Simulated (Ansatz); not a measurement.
Cost against result

The pair of H2O2 (SMILES OO, atoms 1–4) and H2O2 (SMILES OO, atoms 5–8), both closed shells, in one local arrangement (a lower one may exist), relaxed at PBE0-D4/def2-TZVP:

O1  (0.667, -0.469, -1.835)
O2  (-0.461, -0.299, -0.983)
H3  (0.259, -0.377, -2.705)
H4  (-0.256, 0.539, -0.535)
O5  (0.057, 0.896, 1.441)
O6  (0.328, -0.476, 1.726)
H7  (-0.695, 1.065, 2.021)
H8  (0.101, -0.881, 0.870)
(Å)

Interaction energies are counterpoise-corrected; the time is that of the whole pair.

Program: Ansatz 0.2.0. Basis: as named in each row. Cores are frozen in the correlated methods. B3LYP uses VWN-RPA correlation. Extrapolation: Hartree–Fock as exp(−7.88 √X), correlation as X^−2.97.

Times are rough, for one single point on 4 threads of a shared host (Arm Neoverse V2).

The estimate by CCSD(T) at an estimated basis limit (MP2 extrapolated from triple and quadruple zeta, plus CCSD(T) − MP2 in triple zeta) is -0.282 eV.

| method | basis | time (s) | interaction energy (eV) | method less estimate |
| --- | --- | --- | --- | --- |
| HF | STO-3G | under 1 | 0.043 | 0.325 |
| PBE-D4 | STO-3G | under 1 | -0.217 | 0.064 |
| SPW92 | def2-SVP | under 1 | -0.510 | -0.228 |
| B3LYP-D4 | 6-31G | under 1 | -0.380 | -0.098 |
| PBE-D4 | def2-SVP | under 1 | -0.331 | -0.049 |
| PBE0-D4 | def2-SVP | under 1 | -0.324 | -0.042 |
| PBE-D4 | def2-TZVPPD | 1 | -0.291 | -0.009 |
| revPBE-D4 | def2-TZVPPD | 1 | -0.239 | 0.043 |
| CCSD(T) | def2-SVP | 1 | -0.211 | 0.071 |
| BLYP-D4 | def2-TZVPPD | 1 | -0.262 | 0.020 |
| wB97M-V | def2-SVP | 2 | -0.321 | -0.040 |
| PBE0-D4 | def2-TZVPPD | 2 | -0.286 | -0.004 |
| B3LYP-D4 | def2-TZVPPD | 2 | -0.276 | 0.006 |
| HSE06-D4 | def2-TZVPPD | 2 | -0.284 | -0.002 |
| r2SCAN-D4 | def2-TZVPPD | 2 | -0.307 | -0.025 |
| B2PLYP | def2-TZVPPD | 3 | -0.246 | 0.036 |
| wB97X-V | def2-TZVPPD | 4 | -0.277 | 0.005 |
| B97M-V | def2-TZVPPD | 4 | -0.288 | -0.007 |
| wB97M-V | def2-TZVPPD | 4 | -0.283 | -0.001 |
| MP2 | def2-QZVPPD | 10 | -0.272 | 0.010 |
| CCSD(T) | def2-TZVPPD | 86 | -0.252 | 0.029 |

No T1 diagnostic of these runs exceeds 0.013.
